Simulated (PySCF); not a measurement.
DMSO cation (C2H6OS), SMILES O=S(C)C (connectivity only; charge and spin as stated), charge +1, multiplicity 2. Coordinates come from a B3LYP-D3(BJ)/def2-SVP optimisation. The spin state was assumed, not searched.

Level of theory: B3LYP-D3(BJ)/def2-SVP run with PySCF.

Harmonic wavenumbers (cm⁻¹): 143, 171, 246, 274, 321, 601, 681, 896, 933, 943, 992, 1072, 1296, 1326, 1397, 1406, 1411, 1422, 3040, 3043, 3174, 3176, 3180, 3181. Rotational constants (GHz): 7.351, 6.277, 3.852; symmetry number 1.

Q: Work out the zero-point energy and the ideal-gas rigid-rotor harmonic-oscillator thermochemistry at 298.15 K and 1 atm.

A: ZPE = ½ Σ hcν = ½ × 34323 cm⁻¹ = 49.07 kcal/mol. H − E(el) = 53.41 kcal/mol. Entropy in cal/(mol K): translation 38.98, rotation 25.01, vibration 11.28, spin 1.38, total 76.64. G − E(el) = 30.56 kcal/mol. Cp = 21.55 cal/(mol K). Modes under 150 cm⁻¹ make the vibrational entropy uncertain.
